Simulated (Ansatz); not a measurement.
Compare A (`O=CC(O)F`) with its isomer B (`O/C=C(\O)F`).

Calculated with Ansatz (gas phase, PBE0-D4/def2-TZVP geometries, no zero-point term in ΔE). CBS: MP2 limit from def2 TZ/QZ plus the TZ coupled-cluster correction, frozen cores. Functionals use def2-TZVPP. B3LYP here is the variant with VWN-RPA as its local correlation; programs differ in this. Each species was taken in one conformer, which may not be the lowest.

Problem. Which is lower in electronic energy at CCSD(T)/CBS, and by how much? (Best estimate.)

Solution. Computed: A, by 11.3 kcal/mol.

Problem. Give E(B) − E(A) in kcal/mol with CCSD/def2-TZVPP, LDA (SPW92), PBE0-D4, HF/def2-TZVPP, BLYP-D4, B3LYP-D4, ωB97M-V. (Best estimate.)

Solution. Ansatz gave: CCSD/def2-TZVPP 12.3, LDA (SPW92) 5.3, PBE0-D4 9.2, HF/def2-TZVPP 13.7, BLYP-D4 11.4, B3LYP-D4 10.7, ωB97M-V 10.9. None reverses the order clearly.

Problem. Does the order hold for the free energy at 298.15 K (harmonic terms from PBE0-D4)? (An estimate is asked.)

Solution. The calculation gave: Yes: G(B) − G(A) = +11.4 kcal/mol, for one conformer each.

Largest T1 diagnostic: 0.014.

In def2-TZVPP, CCSD(T) changes the Hartree–Fock value by −1.5 kcal/mol (the triples alone add +0.0 kcal/mol) and MP2 by −1.6 kcal/mol. At CCSD(T), def2-SVP lies +3.2 kcal/mol from the extrapolated value and def2-TZVPP +1.0 kcal/mol.
